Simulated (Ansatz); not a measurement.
System: rock-salt ErN. Method: LDA (PAW; Ansatz, an electronic-structure program).

Settings: plane-wave cutoff 520 eV, 20×20×20 k mesh, Fermi–Dirac smearing 0.05 eV, spin-polarised with parallel moments, scalar-relativistic PAW data made under PBE.

Cell (relaxed at this level):

```cif
data_ErN
_chemical_formula_sum 'Er1 N1'
_space_group_name_H-M_alt 'P 1'
_space_group_IT_number 1
_cell_length_a 3.33246
_cell_length_b 3.33246
_cell_length_c 3.33246
_cell_angle_alpha 60.000
_cell_angle_beta 60.000
_cell_angle_gamma 60.000
loop_
_space_group_symop_operation_xyz
  'x, y, z'
loop_
_atom_site_label
_atom_site_type_symbol
_atom_site_fract_x
_atom_site_fract_y
_atom_site_fract_z
_atom_site_occupancy
Er1 Er 0.00000 0.00000 0.00000 1
N1 N 0.50000 0.50000 0.50000 1
```
Starting moments (μB, in the order of the record's atoms Er N): 3.0 0.0.

### Question
Predict the bulk modulus B0 and pressure derivative B′ of the bulk modulus.

### Answer

* **bulk modulus B0**: 168 GPa
* **pressure derivative B′ of the bulk modulus**: 4.2

The run finds no gap.

Note: the magnetic order was assumed, not searched for or taken from measurement; the 4f shell is treated without U or exact exchange, so its levels and filling can be wrong; the volume lies 8 % below that of the published cell.

Spin–orbit coupling is not included; it can open a gap where bands touch, and shift volumes and moduli.
